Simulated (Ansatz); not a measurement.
Two isomers of C3H4S: A = `SC1=CC1`, B = `C#CSC`.

Program: Ansatz. Geometries: PBE0-D4/def2-TZVP. ΔE: electronic, gas phase. CCSD(T)/CBS adds triple-zeta CCSD(T) − MP2 to the extrapolated MP2 energy (def2 sets, frozen cores). Functionals use def2-TZVPP. B3LYP here is the variant with VWN-RPA as its local correlation; programs differ in this. Each species was taken in one conformer, which may not be the lowest.

(1) Which isomer does CCSD(T)/CBS put lower? Give the gap. (An estimate is asked.)

(2) Give E(B) − E(A) in kcal/mol with LDA (SPW92), CCSD(T)/def2-SVP, ωB97M-V, B3LYP, PBE-D4, CCSD(T)/def2-TZVPP, CCSD/def2-TZVPP. (Best estimate.)

(3) Does the order hold for the free energy at 298.15 K (harmonic terms from PBE0-D4)? (Best estimate.)

Largest T1 diagnostic: 0.012.

Results:

(1) Computed: B, by 14.7 kcal/mol.

(2) Computed: LDA (SPW92) -5.7, CCSD(T)/def2-SVP -9.5, ωB97M-V -12.7, B3LYP -14.3, PBE-D4 -9.5, CCSD(T)/def2-TZVPP -14.4, CCSD/def2-TZVPP -14.4. None reverses the order clearly.

(3) Computed: Yes: G(B) − G(A) = -14.6 kcal/mol, for one conformer each.

From BLYP to BHLYP (50 % exact exchange), in def2-TZVPP and without D4, E(B) − E(A) moves by +1.0 kcal/mol. At CCSD(T), def2-SVP lies +5.2 kcal/mol from the extrapolated value and def2-TZVPP +0.4 kcal/mol.
